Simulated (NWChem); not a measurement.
All runs are NWChem calculations. System: Si, charge 1, spin multiplicity 2. Its SCF solution wasn't tested for a lower state. Level: UMP2/def2-TZVPD, 5 core orbitals frozen.

NWChem printed:

```
             Northwest Computational Chemistry Package (NWChem) 7.3.0
             --------------------------------------------------------

                                NWChem Input Module
                                -------------------

 Scaling coordinates for geometry "geometry" by  1.889725989
 (inverse scale =  0.529177249)

                             Geometry "geometry" -> ""
                             -------------------------

 Output coordinates in angstroms (scale by  1.889725989 to convert to a.u.)

  No.       Tag          Charge          X              Y              Z
 ---- ---------------- ---------- -------------- -------------- --------------
    1 Si                  14.0000     0.00000000     0.00000000     0.00000000

 Effective nuclear repulsion energy (a.u.)       0.0000000000

            Nuclear Dipole moment (a.u.)
            ----------------------------
        X                 Y               Z
 ---------------- ---------------- ----------------
     0.0000000000     0.0000000000     0.0000000000

      Symmetry information
      --------------------

 Group name             D2h
 Group number             26
 Group order               8
 No. of unique centers     1

      Symmetry unique atoms

     1


 Summary of "ao basis" -> "" (spherical)
 ------------------------------------------------------------------------------
       Tag                 Description            Shells   Functions and Types
 ---------------- ------------------------------  ------  ---------------------
 *                         def2-tzvpd                 on all atoms

 Summary of "ao basis" -> "ao basis" (spherical)
 ------------------------------------------------------------------------------
       Tag                 Description            Shells   Functions and Types
 ---------------- ------------------------------  ------  ---------------------
 Si                        def2-tzvpd               15       43   6s5p3d1f

                                 NWChem SCF Module
                                 -----------------

  ao basis        = "ao basis"
  functions       =    43
  atoms           =     1
  alpha electrons =     7
  beta  electrons =     6
  charge          =   1.00
  wavefunction    = UHF
  use symmetry    = T
  symmetry adapt  = T

 Summary of "ao basis" -> "ao basis" (spherical)
 ------------------------------------------------------------------------------
       Tag                 Description            Shells   Functions and Types
[...]
     2   0 2 0     -5.735370     -3.455848     -2.279522      0.000000
     2   0 1 1      0.000000      0.000000      0.000000      0.000000
     2   0 0 2     -5.735370     -3.455848     -2.279522      0.000000

                   NWChem MP2 Semi-direct Energy/Gradient Module
                   ---------------------------------------------

  Basis functions       =     43
  Molecular orbitals    =     43
  Frozen core           =      5
  Frozen virtuals       =      0
  Active alpha occupied =      2
  Active beta occupied  =      1
  Active alpha virtual  =     36
  Active beta virtual   =     37
  Use MO symmetry       = T
  Use skeleton AO sym   = T

  AO/Fock/Back tols     =   1.0D-09  1.0D-09  1.0D-09

 GA uses MA = F    GA memory limited = T

 Available:
  local mem=  1.26D+08
 global mem=  1.44D+08
 local disk=  0.00D+00
  mp2_memr nvloc                    36
  nvloc new                    36
   1 passes of   2:        3145728                       7370                    234804.
   1 passes of   2: M    126153401           G      144175502           F     123007673.

 Semi-direct pass number   1 of   1  for UHF alpha       at        0.2s
  vrange nnbf                   946
  mp2_eaftype                    10  avail_ma_in_mb                  1099
 EAF : mp2_eaftype filesize          10     117402.
  mp2_eaf for mointskh                     10
Node 0 wrote      0.5 Mb in      0.0 s     Agg I/O rate:  2116.5 Mb/s
 Done moints_semi at        0.4s
  mp2_eaftype                    10  avail_ma_in_mb                  1089
 EAF : mp2_eaftype filesize          10     117402.
  mp2_eaf for kh                    10
 Done maket at        0.4s
 Done multipass loop at        0.4s

 GA uses MA = F    GA memory limited = T

 Available:
  local mem=  1.26D+08
 global mem=  1.44D+08
 local disk=  0.00D+00
  mp2_memr nvloc                    37
  nvloc new                    37
   1 passes of   1:        3145728                       5621                    122230.
   1 passes of   1: M    126153401           G      144175502           F     123007673.

 Semi-direct pass number   1 of   1  for UHF beta        at        0.4s
  vrange nnbf                   946
  mp2_eaftype                    10  avail_ma_in_mb                  1099
 EAF : mp2_eaftype filesize          10      61115.
  mp2_eaf for mointskh                     10
Node 0 wrote      0.3 Mb in      0.0 s     Agg I/O rate:  2668.5 Mb/s
 Done moints_semi at        0.6s
  mp2_eaftype                    10  avail_ma_in_mb                  1089
 EAF : mp2_eaftype filesize          10      61115.
  mp2_eaf for kh                    10
 Done maket at        0.6s
 Done multipass loop at        0.6s

          -------------------------------------------
          SCF energy                -288.570155411015
          Correlation energy          -0.040593062768
          Singlet pairs                0.000000000000
          Triplet pairs                0.000000000000
          Total MP2 energy          -288.610748473783
          -------------------------------------------

          ---------------------------------------------------
                    Spin Component Scaled (SCS) MP2
          Same spin pairs                     -0.002636138378
          Same spin scaling factor             0.333333333333
          Opposite spin pairs                 -0.037956924390
          Opposite spin scaling fact.          1.200000000000
          SCS-MP2 correlation energy          -0.046427022061
          Total SCS-MP2 energy              -288.616582433076
          ---------------------------------------------------

 -----------------------
 Performance information
 -----------------------

 Timer overhead =  9.82D-08 seconds/call

               Nr. of calls         CPU time (s)                 Wall time (s)                GFlops
             ---------------    -------------------     ------------------------------   -------------------
Name         Min   Avg   Max    Min     Avg     Max     Min     Avg     Max   Mx/calls   Min     Max     Sum
mp2: moin     2     2     2   0.35    0.35    0.35     0.35    0.35    0.35    0.18      0.0     0.0     0.0
mp2: make     2     2     2   1.60E-3 1.60E-3 1.60E-3  1.60E-3 1.60E-3 1.60E-3 8.02E-4   0.0     0.0     0.0
mp2: tota     1     1     1   0.39    0.39    0.39     0.39    0.39    0.39    0.39      0.0     0.0     0.0

 The average no. of pstat calls per process was 5.00D+00
 with a timing overhead of 4.91D-07s

 Task  times  cpu:        0.6s     wall:        0.6s

 Total times  cpu:        0.6s     wall:        0.6s
```

Q: Write an NWChem input that would produce this output.

A: One answer among several that fit: 
```
start mol
memory heap 200 mb stack 900 mb global 1100 mb
charge 1
geometry units angstroms nocenter noautoz
  Si     0.000000     0.000000     0.000000
  symmetry group D2h
end
basis spherical
  * library def2-tzvpd
end
scf
  uhf
  nopen 1
  maxiter 100
  thresh 1e-7
  semidirect memsize 60000000 filesize 0
  # guess.movecs holds the orbitals of an unrestricted PBE0 run
  vectors input guess.movecs output mol.movecs
end
mp2
  freeze core 5
end
task mp2 energy
```
